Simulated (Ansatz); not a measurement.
## Band gap of some III–V compounds

Method: RPBE (plane waves, PAW; Ansatz, a program for electronic structure). References are measured gaps from which a computed or estimated zero-point shift was taken out, by their sources or here, so that they lie as a rule above the printed measurements.

Values in eV.

| solid | reference | RPBE | error (eV) |
|---|---|---|---|
| wurtzite GaN | 3.68 | 1.95 | -1.73 |
| zinc-blende AlP | 2.54 | 1.67 | -0.87 |
| zinc-blende GaP | 2.43 | 1.69 | -0.74 |
| wurtzite AlN | 6.51 | 4.22 | -2.29 |
| zinc-blende BP | 2.2 (2.20–2.50) | 1.26 | -0.94 |
| zinc-blende InP | 1.47 | 0.83 | -0.64 |

Over these 6 solids the mean error is -1.20 eV, the mean absolute error 1.20 eV (median 0.91 eV), and the worst case wurtzite AlN at -2.29 eV; the value is below the reference in 6 of 6 cases.

Brackets give the range of our sources, which can hold other temperatures.

Differences are worked out from the printed values.

Density-functional gaps are differences of (generalised) Kohn–Sham levels of a static lattice; semilocal ones lie below quasiparticle gaps as a rule. Measured gaps hold zero-point and thermal shifts unless a correction is named.

Levels without +SOC have no spin–orbit coupling; where heavier elements are present it shifts gaps, mostly down, and can invert bands. Cells: RPBE at the measured cell. Ansatz's density-functional and Hartree–Fock values are scalar-relativistic unless marked +SOC, with PAW data made under PBE.

Not in this set, of the III–V compounds with a reference value in our tables and a result at some level: 5 for spin–orbit coupling left out (zinc-blende AlAs, zinc-blende GaAs, zinc-blende GaSb, zinc-blende InAs, zinc-blende InSb); 2 for a reference of another kind, counted apart (zinc-blende AlN, cubic BN); 1 for sources at odds (zinc-blende BAs); 1 for a doubt noted on the run at RPBE (zinc-blende GaN). These can be a level's worst cases. At least 3 more with a reference value are held back for tests. Without +SOC, gaps count where the solid holds none of Ge, As, Se, Br, Sn, Sb, Te, I or the elements past barium, or holds Ge, As, Se or Br with a gap over 4 eV. Layered and molecular crystals are counted apart.

References as tabulated in, or derived from, Chen et al. (2018), doi:10.1103/physrevmaterials.2.073803; Feneberg et al. (2010), doi:10.1103/physrevb.82.075208; X. Ren, F. Merz, H. Jiang et al., All-electron periodic G0W0 implementation ….
